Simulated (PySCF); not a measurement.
Metal–ligand bonds in Cd(F)1–Y. Isolated molecules, 0 K electronic values unless said otherwise. One relaxed conformer stands for each flexible species; it need not be the lowest. Multiplicities are imposed; where one is given, others were not computed. In the def2 sets, heavy atoms carry core potentials. Quantity: electronic energy of homolysis of the metal–ligand bond (relaxed doublet parts, no counterpoise, zero-point or spin–orbit term). Level 1: PBE-D3(BJ)/def2-TZVP // BP86-D3(BJ)/def2-SVP (PySCF). Level 2: B3LYP-D3(BJ)/def2-TZVP // BP86-D3(BJ)/def2-SVP (PySCF). B3LYP has the VWN-RPA correlation part, as in Gaussian.

```json
[
 {"case": "CH3: [Cd(F)(CH3)]", "level 1 (kcal/mol)": "67.4", "level 2 (kcal/mol)": "withheld"},
 {"case": "NH2: [Cd(F)(NH2)]", "level 1 (kcal/mol)": "69.4", "level 2 (kcal/mol)": "64.3"},
 {"case": "OH: [Cd(F)(OH)]", "level 1 (kcal/mol)": "81.4", "level 2 (kcal/mol)": "75.2"},
 {"case": "Br: [Cd(F)(Br)]", "level 1 (kcal/mol)": "81.8", "level 2 (kcal/mol)": "78.4"},
 {"case": "Cl: [Cd(F)(Cl)]", "level 1 (kcal/mol)": "89.3", "level 2 (kcal/mol)": "85.2"},
 {"case": "F: [Cd(F)2]", "level 1 (kcal/mol)": "104.2", "level 2 (kcal/mol)": "97.7"}
]
```

### Question
Fit level 2 = a + b·x to the 5 complete rows by least squares, with x = level 1 in kcal/mol. Give a, b and the rms residual, and predict the withheld value.

### Answer
Means of the 5 rows: x̄ = 85.22, ȳ = 80.16 kcal/mol. Σ(x − x̄)² = 653.45 and Σ(x − x̄)(y − ȳ) = 629.34, so b = 0.963 and a = ȳ − b·x̄ = -1.91 kcal/mol. The rms residual is 1.11 kcal/mol. At x = 67.4 the line gives 63.0 kcal/mol, outside the range of the fitted rows. The run for CH3: [Cd(F)(CH3)] gave 63.2 kcal/mol, so the line is off by 0.2 kcal/mol, within twice the rms residual.

Codes: PySCF.
